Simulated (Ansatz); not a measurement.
A made-up structure of CH₃SSi (charge -1), closed shell:

```xyz
6
angstrom
C -0.7003 -1.0631 0.1990
Si 0.3967 0.3821 0.2399
S -1.4821 0.5564 -0.6642
H 1.4560 -0.5273 0.4992
H 1.5703 0.7147 -0.6444
H 0.6423 1.1175 1.5230
```

It is relaxed with PBE-D4/def2-SVPD and then PBE0-D4/def2-TZVPD (Ansatz 0.2.0). Atoms count as bonded within 1.22 times the sum of their covalent radii (H–H: 0.88 Å). The end point is not checked to be a true minimum.

Question: Does its bonding change? (Judge from chemistry; the calculation decides.)

Answer: The calculation gives: Yes. Formed: none; broken: Si2–S3.

Where it ends: The first stage lowers the energy by 3.12 eV in 11 steps. It ends as CH₃SSi ([SiH3][C][S]), total charge -1:
C1  (-0.997, -0.364, 0.266)
Si2  (0.750, 0.258, 0.403)
S3  (-1.844, 0.021, -1.093)
H4  (1.682, -0.905, 0.608)
H5  (1.397, 1.095, -0.690)
H6  (0.894, 1.076, 1.658)
(Å)

Labels in which every atom is bracketed show which atoms are joined, not bond orders.

For scale, one of the runs: PBE0-D4/def2-TZVPD relaxation, 153 basis functions, launched by `ansatz run in.yaml --threads 2 --pin off --events-out ev --progress --plain --max-ram 4352MiB`. The run took about 23 s on 2 CPU threads of an Arm Neoverse V1 (shared host).
